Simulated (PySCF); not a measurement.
Compound: SiH4.
Geometry (PBE0-D3(BJ)/def2-TZVP, Å), atoms numbered from 1 in this order:
```
atom  x, y, z in Å
Si1   -0.015    0.015   -0.030
H2    -0.310    1.278   -0.754
H3    -0.728   -1.112   -0.683
H4     1.447   -0.243   -0.064
H5    -0.463    0.135    1.380
```

Level: wB97X-D/pcSseg-2 in PySCF, non-relativistic, on one gas-phase PBE0-D3(BJ)/def2-TZVP geometry that isn't relaxed in the solvent. The solvent is an IEF-PCM continuum (van der Waals radii × 1.2). The model holds no explicit solvent molecules, cavitation or dispersion.

Gas phase at wB97X-D/pcSseg-2: HOMO -11.80 eV, LUMO 2.52 eV, dipole 0.01 D.

Question: What does the continuum do to the energy, the frontier levels and the dipole at wB97X-D/pcSseg-2 in chloroform?

Answer: 
| solvent | ε | E(solvent) − E(gas) (kcal/mol) | polarisation term (kcal/mol) | distortion of the solute (kcal/mol) | HOMO (eV) | LUMO (eV) | dipole (D) |
| --- | --- | --- | --- | --- | --- | --- | --- |
| chloroform | 4.711 | -0.08 | -0.08 | 0.00 | -11.72 | 2.59 | 0.01 |

The polarisation term is half the interaction of the solute with the surface charges that it induces; the rest is the cost of distorting the solute's density. The sum is the electrostatic part of solvation alone.

wB97X-D is run here without its empirical dispersion term; that term would change no orbital, density or response property at a fixed geometry.
